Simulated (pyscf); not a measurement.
Thermochemistry of product channels of O=Si(Cl)–Cl + ammonia (NH₃) on the singlet surface, in eV, from ωB97M-D3(BJ)/def2-TZVP energies (ideal gas, 1 atm, RRHO with modes under 100 cm⁻¹ raised to 100, one conformer, R ln 2 for chiral ones without a mode under 150 cm⁻¹). Optimised with ωB97X-D3(BJ)/def2-SVP in PySCF.

| products | ΔE | ΔH(298 K) | ΔG(600 K) | ΔG(900 K) |
|---|---|---|---|---|
| H₂N–Si(OH)(Cl)–Cl | -2.81 | -2.77 | -1.90 | -1.50 |
| H₂N–Si(=O)–Cl + hydrogen chloride (HCl) | (withheld) | -0.13 | -0.13 | (withheld) |

**Question.** What belongs in the gaps?

**Answer.** 
- H₂N–Si(=O)–Cl + hydrogen chloride (HCl), ΔE: -0.06
- H₂N–Si(=O)–Cl + hydrogen chloride (HCl), ΔG(900 K): -0.14

These are energies of the channels, which say nothing of barriers.
